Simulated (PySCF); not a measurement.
An element was calculated at PBE0 (PySCF 2.14, non-relativistic, a quadruple-zeta basis, no spin-orbit coupling), in the ground configurations that NIST lists.

- first ionisation energy: 14.699 eV
- second ionisation energy: 29.914 eV
- third ionisation energy: 48.010 eV
- polarisability of the atom: 7.68 bohr³

Which element is it?

Nitrogen (N, Z = 7), in def2-QZVPPD. NIST lists 14.534, 29.601, 47.445 eV for these ionisation energies.
